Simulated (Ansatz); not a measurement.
Mulliken charges of NO$_{2}$, SMILES `[O]N=O` radical from ωB97M-V/def2-TZVPP in Ansatz (PBE0-D4/def2-TZVP geometry).

```json
{"atom": "O1", "x (Å)": "0.210", "y (Å)": "-1.082", "z (Å)": "0.001", "charge (e)": "-0.191"}
{"atom": "N2", "x (Å)": "-0.265", "y (Å)": "-0.009", "z (Å)": "-0.146", "charge (e)": "0.382"}
{"atom": "O3", "x (Å)": "0.056", "y (Å)": "1.091", "z (Å)": "0.145", "charge (e)": "-0.191"}
```

Question: By hand: the dipole of these point charges (1 e Å = 4.8032 D).

Answer: Σ q r = (-0.152, -0.005, -0.084) e Å, of length 0.174 e Å = 0.84 D.

Question: How does the dipole of the full density compare? (Best estimate.)

Answer: Computed: (-0.063, -0.002, -0.035) e Å, 0.35 D; the point charges give 2.40 times that, at 0° from its direction.

Point charges leave out the atoms' own dipoles, such as those of lone pairs, and Mulliken's split depends on the basis, so the two needn't agree.
